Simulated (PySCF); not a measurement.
# Which is lower?

The two ends of one reaction step of CH$_{7}$NSi, singlet (PBE0-D4/def2-TZVP).

A:

Si1  (-0.675, -1.217, -0.024)
H2  (-1.146, -1.208, 1.387)
N3  (0.607, -0.087, -0.181)
C4  (0.481, 1.305, 0.190)
H5  (-1.874, -0.946, -0.877)
H6  (-0.138, -2.552, -0.395)
H7  (1.290, -0.253, -0.903)
H8  (0.029, 1.933, -0.590)
H9  (1.456, 1.731, 0.444)
H10  (-0.146, 1.390, 1.081)
(Å)

B:

```
10
angstrom
Si -1.2078 -1.2645 -0.4653
H 0.8071 -0.8006 0.9593
N 0.4255 -0.2774 0.1777
C 0.1345 1.1030 0.5826
H -1.1312 -0.4535 -1.7603
H -0.2835 -2.3637 -0.9920
H 1.1205 -0.2967 -0.5604
H -0.2461 1.6429 -0.2837
H 1.0193 1.6107 0.9719
H -0.6477 1.0819 1.3414
```

PySCF 2.14 with density fitting (its default auxiliary sets; JK sets also for MP2 and CCSD(T)); basis: def2-TZVPP; cores frozen in the correlated methods. B3LYP uses VWN-RPA correlation.

Q: Which structure is lower at CCSD(T), and by how much? (To be estimated.)

A: The calculation gives: A, by 1.376 eV (electronic energy, against the other). By their contacts, A is CH₇NSi ([CH3][NH][SiH3]) and B is CH₇NSi ([CH3][NH2][SiH2]).

All methods give the same order:

```tsv
method	E(B) − E(A) (eV)
SPW92	1.225
PBE-D4	1.262
r2SCAN-D4	1.447
PBE0-D4	1.352
B3LYP-D4	1.401
BHLYP-D4	1.507
wB97M-V	1.356
HF	1.640
MP2	1.500
CCSD	1.405
CCSD(T)	1.376
```

No T1 diagnostic of these runs exceeds 0.011.

Labels in which every atom is bracketed show which atoms are joined, not bond orders.

For scale, one of the runs: CCSD(T)/def2-TZVPP, 202 basis functions, launched by `OMP_NUM_THREADS=4 python run.py`. Hardware: 4 CPU threads of an Arm Neoverse V1, shared host. Wall time 5.4 min; peak host memory 2.3 GiB.
